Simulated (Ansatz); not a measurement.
**C4H10: basis-set convergence**

One table from this session's results is given with a row withheld; the runs are named, their logs left out.

Program: Ansatz 0.2.0, Gaussian basis. Level of theory: one geometry, several basis sets. These are calculated values, not measurements.

Plan: PBE0-D4/def2-SVP; ωB97M-V/def2-SVP; PBE0-D4/def2-QZVPP; ωB97M-V/def2-QZVPP; CCSD(T)/cc-pV(D+d)Z; CCSD(T)/cc-pV(T+d)Z; MP2/cc-pV(Q+d)Z; the functionals' def2-TZVPP values are taken from earlier runs.

## The geometry

An earlier PBE0-D4 in a triple-zeta def2 set relaxation fixed the geometry.

SMILES `CCCC`, 14 atoms, charge 0, spin multiplicity 1.

Atoms are counted from 1 here; the program's logs count them from 0.

Bond lengths: C1–C2 1.519 Å, C1–H5 1.094 Å, C1–H6 1.092 Å, C1–H7 1.094 Å, C2–C3 1.520 Å, C2–H8 1.096 Å, C2–H9 1.096 Å, C3–C4 1.519 Å, C3–H10 1.096 Å, C3–H11 1.096 Å, C4–H12 1.094 Å, C4–H13 1.094 Å, C4–H14 1.092 Å. Angles: C2–C1–H5 111.1°, C2–C1–H6 111.7°, C2–C1–H7 111.1°, H5–C1–H6 107.7°, H5–C1–H7 107.4°, H6–C1–H7 107.7°, C1–C2–C3 113.1°, C1–C2–H8 109.7°, C1–C2–H9 109.7°, C3–C2–H8 109.1°, C3–C2–H9 109.1°, H8–C2–H9 105.9°, C2–C3–C4 113.1°, C2–C3–H10 109.1°, C2–C3–H11 109.1°, C4–C3–H10 109.7°, C4–C3–H11 109.7°, H10–C3–H11 105.9° and more.

Set-up of the first run:

File in.yaml:

```yaml
crystal:
  periodic: [false, false, false]
  atoms:
    - {symbol: C, position_ang: [-0.953264, 1.676963, -0.250492]}
    - {symbol: C, position_ang: [-0.437894, 0.431142, 0.448338]}
    - {symbol: C, position_ang: [0.434947, -0.436007, -0.444614]}
    - {symbol: C, position_ang: [0.952240, -1.680634, 0.254917]}
    - {symbol: H, position_ang: [-1.553425, 1.416765, -1.127101]}
    - {symbol: H, position_ang: [-1.577505, 2.281830, 0.411227]}
    - {symbol: H, position_ang: [-0.126917, 2.305820, -0.594042]}
    - {symbol: H, position_ang: [-1.283393, -0.164993, 0.811631]}
    - {symbol: H, position_ang: [0.133127, 0.717220, 1.339587]}
    - {symbol: H, position_ang: [1.279547, 0.160570, -0.809273]}
    - {symbol: H, position_ang: [-0.136651, -0.723452, -1.335051]}
    - {symbol: H, position_ang: [0.126891, -2.309203, 0.601386]}
    - {symbol: H, position_ang: [1.554378, -1.418882, 1.129705]}
    - {symbol: H, position_ang: [1.575116, -2.286341, -0.407320]}
basis:
  gaussian: {orbitals: def2-SVP}
hamiltonian: {xc: pbe0, dispersion: d4}
output: {orbitals: {seedname: orbitals}}
```

Command:

```bash
> ansatz run in.yaml --threads 2 --pin off --events-out ev --progress --plain --max-ram 20480MiB --backend cpu
```

Steps of the session up to this table: PBE0-D4 in def2-SVP; ωB97M-V in def2-SVP; PBE0-D4 in def2-QZVPP; ωB97M-V in def2-QZVPP.

One table of the session follows, with a row left open; its other results are not shown here.

It belongs to the step «Density functionals: the series». 

| functional | basis | HOMO (eV) | LUMO (eV) |
| --- | --- | --- | --- |
| PBE0-D4 | def2-SVP | -8.93 | 1.94 |
| PBE0-D4 | def2-TZVPP | -8.96 | 1.29 |
| PBE0-D4 | def2-QZVPP | -8.97 | 0.88 |
| ωB97M-V | def2-SVP | ? | ? |
| ωB97M-V | def2-TZVPP | -11.31 | 2.70 |
| ωB97M-V | def2-QZVPP | -11.31 | 2.05 |

**Question.** Estimate the row for ωB97M-V, def2-SVP.

As computed: HOMO (eV): -11.26; LUMO (eV): 3.56. In the column «HOMO (eV)» it lies between ωB97M-V, def2-QZVPP (-11.31) and PBE0-D4, def2-QZVPP (-8.97).
